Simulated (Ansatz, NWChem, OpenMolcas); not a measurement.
# PH3 (phosphine): the electronic atomisation energy, rung by rung

The species is PH3 (4 atoms), meant as a singlet with charge 0. SMILES: `P`. The shape is that of a PBE0-D4/def2-TZVP optimisation.

Quantity: the electronic atomisation energy, in eV. The values are calculated. Electronic energies at fixed atoms, without zero-point motion or spin-orbit coupling.

```json
{"level": "SVWN5/aug-cc-pVTZ", "kind": "LDA", "program": "NWChem", "value (eV)": "11.64"}
{"level": "BLYP/aug-cc-pVTZ", "kind": "GGA", "program": "OpenMolcas", "value (eV)": "10.45"}
{"level": "M06-L/aug-cc-pVTZ", "kind": "meta-GGA", "program": "OpenMolcas", "value (eV)": "10.39"}
{"level": "BHLYP/aug-cc-pVTZ", "kind": "global hybrid", "program": "NWChem", "value (eV)": "10.36"}
{"level": "CAM-B3LYP/aug-cc-pVTZ", "kind": "range-separated hybrid", "program": "NWChem", "value (eV)": "10.53"}
{"level": "HSE06/aug-cc-pVTZ", "kind": "range-separated hybrid", "program": "Ansatz", "value (eV)": "10.24"}
{"level": "wB97X/aug-cc-pVTZ", "kind": "range-separated hybrid", "program": "NWChem", "value (eV)": "10.48"}
{"level": "PBE-QIDH/aug-cc-pVTZ", "kind": "double hybrid", "program": "Ansatz", "value (eV)": "10.15"}
{"level": "MP2/aug-cc-pVTZ", "kind": "perturbation theory", "program": "Ansatz", "value (eV)": "9.82"}
{"level": "BCCD(T)/aug-cc-pVTZ", "kind": "coupled cluster or CI", "program": "Ansatz", "value (eV)": "10.19"}
```

The values span 9.82 to 11.64 eV.
